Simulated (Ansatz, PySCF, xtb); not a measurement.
Homolysis of single bonds, series B OH-NH2. Isolated molecules, 0 K electronic values unless said otherwise. One relaxed conformer stands for each flexible species; it need not be the lowest. Strings in code marks are SMILES.

Quantity: homolytic bond dissociation enthalpy at 298 K (no spin–orbit term), in kJ/mol. Thermal and zero-point terms are GFN2-xTB rigid-rotor harmonic values (xtb).

Level 1: frozen-core MP2/cc-pVTZ // B3LYP-D3(BJ)/def2-TZVP (Ansatz, a program for electronic structure)
Level 2: B3LYP/6-31G* // B3LYP-D3(BJ)/def2-TZVP (PySCF)
Level 3: frozen-core MP2/6-31G* // B3LYP-D3(BJ)/def2-TZVP (PySCF)
Level 4: HF/3-21G // B3LYP-D3(BJ)/def2-TZVP (PySCF)

```csv
species,level 1,level 2,level 3,level 4
"B–O bond of `NB(O)O` (O–B–O–H torsion 0°, O–B–O–H torsion 180°), giving `N[B]O` (N–B–O–H torsion 0°) and `[OH]`",637.3,601.3,619.0,482.8
"N–B bond of `NB(N)N`, giving `N[B]N` and `[NH2]`",530.8,494.4,511.4,427.4
"N–B bond of `NB(N)O` (N–B–O–H torsion 180°), giving `N[B]O` (N–B–O–H torsion 0°) and `[NH2]`",547.5,512.3,530.4,454.7
"B–O bond of `NB(N)O` (N–B–O–H torsion 180°), giving `N[B]N` and `[OH]`",617.8,580.6,596.8,455.8
```
